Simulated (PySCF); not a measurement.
## Energy of Mg (magnesium, neutral) between two integer charges

The 3s beta orbital of [Ne] 3s2 is emptied in steps (occupation f), with all orbitals relaxed, ending at [Ne] 3s1. Calculation: PySCF 2.14, in def2-TZVPPD; no relativity, point nucleus. The exact energy is a straight line in f; departures are measured from the line between the end points of the same method.

```tsv
f	UHF (eV)	LDA (eV)	PBE (eV)	PBE0 (eV)	r2SCAN (eV)	BHandHLYP (eV)	B3LYP (eV)	BLYP (eV)
1	0.000	0.000	0.000	0.000	0.000	0.000	0.000	0.000
0.8	0.040	-0.476	-0.472	-0.342	-0.405	-0.252	-0.395	-0.497
0.6	0.056	-0.716	-0.710	-0.514	-0.596	-0.385	-0.598	-0.751
0.4	0.052	-0.715	-0.712	-0.514	-0.581	-0.394	-0.603	-0.756
0.2	0.032	-0.475	-0.473	-0.340	-0.379	-0.269	-0.404	-0.505
0	0.000	0.000	0.000	0.000	0.000	0.000	0.000	0.000
```

Problem. For PBE, how does the orbital energy at f = 1 compare with the removal energy?

Solution. −ε = 4.700 eV against a total-energy difference of 7.633 eV. By Janak's theorem ε = ∂E/∂f, so the gap between them reflects the curvature. Along the path −ε is 5.853 (f = 0.8), 7.029 (f = 0.6), 8.223 (f = 0.4), 9.440 (f = 0.2) eV.

```tsv
method	E(f=0) − E(f=1) (eV)	−ε at f=1 (eV)	−ε at f=0.4 (eV)
UHF	6.611	6.884	6.549
LDA	7.737	4.773	8.341
PBE	7.633	4.700	8.223
PBE0	7.558	5.425	7.992
r2SCAN	7.366	4.812	7.928
BHandHLYP	7.567	6.021	7.847
B3LYP	7.743	5.293	8.223
BLYP	7.647	4.565	8.259
```

Reference removal energy between the ground levels: 7.646 eV (measured; NIST Atomic Spectra Database, ionization energies). UHF lacks correlation.
